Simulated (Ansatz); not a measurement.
# C2H8N2O: the cost of one run

Program: Ansatz 0.2.0. Level of theory: RKS B3LYP-D4/def2-SVP. These are calculated values, not measurements.

1 further run of the same task is left out (it didn't finish).

## 1. The structure to begin with

Bond lengths: C1–N2 1.399 Å, N2–C3 1.401 Å, C3–N4 1.498 Å, C3–O5 1.393 Å, C1–H6 1.160 Å, C1–H7 1.090 Å, C1–H8 1.085 Å, N2–H9 0.975 Å, C3–H10 1.127 Å, N4–H11 1.067 Å, N4–H12 1.003 Å, O5–H13 0.927 Å. Angles (14 of 19 angles, heavy atoms first): C1–N2–C3 110.0°, N2–C3–N4 106.2°, N2–C3–O5 111.2°, N4–C3–O5 103.9°, C1–N2–H9 108.2°, C3–N2–H9 104.0°, N2–C1–H6 113.1°, N2–C1–H7 111.4°, N2–C1–H8 114.4°, N2–C3–H10 115.8°, N4–C3–H10 107.3°, O5–C3–H10 111.5°, C3–N4–H11 99.4°, C3–N4–H12 102.3°.

Coordinates:

```xyz
13

C    -1.6813    0.0833    0.2187
N    -0.4996   -0.5584   -0.1669
C     0.6075    0.2205    0.1927
N     1.7907   -0.6981    0.1676
O     0.8984    1.1670   -0.7871
H    -1.8071    1.1323   -0.2601
H    -2.5600   -0.4635   -0.1219
H    -1.7701    0.2537    1.2870
H    -0.4674   -0.5792   -1.1408
H     0.5672    0.6862    1.2184
H     1.4408   -1.4515    0.8371
H     1.6925   -1.1483   -0.7235
H     1.8087    1.3213   -0.7063
```

## 2. End point A

The input, input.yaml:

```yaml
crystal:
  periodic: [false, false, false]
  atoms:
    - { symbol: C, position_ang: [-1.6813, 0.0833, 0.2187] }
    - { symbol: "N", position_ang: [-0.4996, -0.5584, -0.1669] }
    - { symbol: C, position_ang: [0.6075, 0.2205, 0.1927] }
    - { symbol: "N", position_ang: [1.7907, -0.6981, 0.1676] }
    - { symbol: O, position_ang: [0.8984, 1.167, -0.7871] }
    - { symbol: H, position_ang: [-1.8071, 1.1323, -0.2601] }
    - { symbol: H, position_ang: [-2.56, -0.4635, -0.1219] }
    - { symbol: H, position_ang: [-1.7701, 0.2537, 1.287] }
    - { symbol: H, position_ang: [-0.4674, -0.5792, -1.1408] }
    - { symbol: H, position_ang: [0.5672, 0.6862, 1.2184] }
    - { symbol: H, position_ang: [1.4408, -1.4515, 0.8371] }
    - { symbol: H, position_ang: [1.6925, -1.1483, -0.7235] }
    - { symbol: H, position_ang: [1.8087, 1.3213, -0.7063] }
basis:
  gaussian: { orbitals: def2-SVP }
hamiltonian:
  xc: b3lyp
  dispersion: d4
relax:
  f_tol: 0.015
  max_steps: 40
```

Launch:

```bash
$ ansatz run input.yaml --threads 2 --pin off --max-ram 3072MiB --backend cpu --events-out ev --progress --plain --runs-dir out
```

Q: Estimate wall time and peak memory on 2 threads of Intel Xeon Platinum 8488C (Sapphire Rapids), shared host.

About 25 s, with a peak of 0.26 GiB.
